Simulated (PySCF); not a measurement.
PO₂ (doublet state).
Numbering: `[O:1][P:2]=[O:3]`

Theory: UKS B3LYP, IGLO-III on O P, non-relativistic, mean-field spin-orbit, GIAO (PySCF). Geometry: PBE0-D3(BJ)/def2-SVP; no solvent, vibrations or thermal averaging.

Task: What is the g tensor, term by term?

Result: 
```tsv
Δg (ppt)	1	2	3
relativistic mass correction	-0.27	-0.27	-0.27
gauge correction	0.10	0.00	0.09
orbital Zeeman/spin–orbit	-8.50	-0.67	3.96
total	-8.67	-0.94	3.78
```

So g = 1.99365, 2.00138, 2.00610 and g_iso = 2.00037; the tensor is rhombic: the two nearest values differ by 38 % of g3 − g1. Axes: g3 is normal to the molecular plane.

Task: At 33.843 GHz, how far is the centre of the isotropic spectrum from where a free electron (g = 2.002319) resonates?

Result: B = hν/(g μB) with μB/h = 13.99624 MHz/mT gives 1207.60 mT for the free electron and 1208.78 mT at g_iso, 1.18 mT higher.

Task: How much does each term add to the isotropic shift?

Result: The orbital-Zeeman/spin–orbit term -1.74, the mass correction -0.27 and the gauge correction 0.06 ppt, for a total of -1.95 ppt. The orbital-Zeeman/spin–orbit term is the largest in size. The mass correction is the same along every axis, so the anisotropy comes from the other two: their spans along these axes are 0.10 (gauge) and 12.46 ppt (orbital Zeeman/spin–orbit).

Task: In a frozen sample, at which fields do the three g values resonate at 9.5, 34, 94 and 263 GHz (hyperfine left aside), and which band first spreads them over more than twice a line width of 0.5 mT?

Result: 
```tsv
band	GHz	B(g3) mT	B(g2) mT	B(g1) mT	spread mT
X	9.5	338.35	339.14	340.46	2.11
Q	34.0	1210.92	1213.78	1218.48	7.56
W	94.0	3347.84	3355.73	3368.75	20.90
J	263.0	9366.83	9388.91	9425.32	58.49
```

The spread grows in proportion to the frequency. X band is the first where it exceeds 1.0 mT.

Largest spin populations (Mulliken): P2 (+0.59), O3 (+0.20) and O1 (+0.20). Three atoms exceed +0.15.

The HOMO–LUMO gaps are 6.03 eV among the α and 4.21 eV among the β orbitals.

The SMILES draws the unpaired electron on O1; the largest computed Mulliken spin population is on P2 (0.59 against 0.20).
